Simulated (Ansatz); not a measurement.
# CH4AlF, SMILES F[CH2][AlH2]: an active-space calculation

With Ansatz 0.2.0 through its Python package.

Interactive session:
```pycon
>>> import ansatz as az
>>> geometry_ang = [
...     ('F', (-1.3605, 0.3752, -1.1465)),
...     ('C', (-0.6698, -0.4821, -0.419)),
...     ('Al', (0.7671, 0.4881, 0.508)),
...     ('H', (-0.1568, -1.2334, -1.0972)),
...     ('H', (-1.3187, -0.9811, 0.3107)),
...     ('H', (0.451, 1.6642, 1.5591)),
...     ('H', (2.3489, 0.101, 0.2392)),
... ]
>>> system = az.Crystal.molecule()
>>> for symbol, xyz in geometry_ang:
...     system = system.atom(symbol, xyz)
...
>>> calc = (
...     system.calculation()
...     .basis(gaussian='6-31G*')  # atom-centred Gaussian functions
...     .correlation(active_electrons=4, active_orbitals=4)
... )
>>> for method in [None]:
...     data = (calc if method is None else calc.correlation(method)).run().report
...     space = data['configurations']
...     state = space['states'][0]
...     print(method or 'casscf', f'total {data["free_energy_ev"] / 27.211386246:.6f} Ha, active-space state {state["energy"]["hartree"]:.6f} Ha, mean field {data["reference_energy_ev"] / 27.211386246:.6f} Ha')
...     print('  determinants', state['n_determinants'], ' natural occupations', [round(n, 3) for n in space['natural_occupations']])
...
casscf total -381.522585 Ha, active-space state -381.522585 Ha, mean field -381.484445 Ha
  determinants 36  natural occupations [1.981, 1.979, 0.022, 0.018]
```

These settings explore the input space; basis and method may be short of convergence. The geometry is a force-field or estimated start, not a minimum of this method, and the basis set is short of its limit. The active space starts as a window about the frontier orbitals and is then optimised, not chosen by chemistry. Timing: 3.2 s on 1 thread of Arm Neoverse V1, on a shared host, peak memory 0.16 GiB.

(Lines on the test bed's own set-up are left out of the output.)
